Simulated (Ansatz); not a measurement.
Which method gave which barrier?

Saddle point of SiNH7O, closed shell (SiNH₅O ([NH2][SiH2][OH]) + H₂ → SiNH₅ ([NH2][SiH3]) + H₂O; bonds formed: Si1–H7, O2–H6; bonds broken: Si1–O2, H6–H7), PBE0-D4/def2-TZVP structure:

Si1  (-0.177, -0.558, 0.132)
O2  (1.453, 0.388, -0.092)
H3  (0.307, -1.780, -0.548)
H4  (-1.313, -0.949, 1.025)
N5  (-1.031, 0.643, -0.760)
H6  (1.377, -0.108, 0.998)
H7  (0.768, -0.702, 1.608)
H8  (1.328, 1.343, -0.037)
H9  (-0.674, 1.081, -1.593)
H10  (-2.037, 0.641, -0.734)
(Å)

Computed with Ansatz 0.2.0 (basis: def2-TZVPP, with def2-QZVPP for the basis limit); correlated methods freeze the cores. Extrapolation: Hartree–Fock as exp(−7.88 √X), correlation as X^−2.97. Four methods, as single points on the PBE0-D4 structures, gave these electronic barriers from the start structure: 211.4, 220.8, 249.5, 299.4 kJ/mol.

(1) The methods were, in alphabetical order, BHLYP-D4, BLYP-D4, HF, PBE0-D4. Which gave which? (A judgement: the text doesn't fix the answer.)

No T1 diagnostic of these runs exceeds 0.012.

Answers

(1) The calculation gives: PBE0-D4 211.4; BLYP-D4 220.8; BHLYP-D4 249.5; HF 299.4 kJ/mol. For comparison, CCSD(T) at an estimated basis limit (MP2 extrapolated from triple and quadruple zeta, plus CCSD(T) − MP2 in triple zeta) gives 236.3 kJ/mol.

Labels in which every atom is bracketed show which atoms are joined, not bond orders.

For scale, one of the runs: CCSD(T)/def2-TZVPP, 202 basis functions, launched by `ansatz run in.yaml --threads 2 --pin off --events-out ev --progress --plain --max-ram 4352MiB`. Time: 100 s of wall clock on 2 CPU threads of an Arm Neoverse N1; the host was shared. Peak host memory: 2.5 GiB.
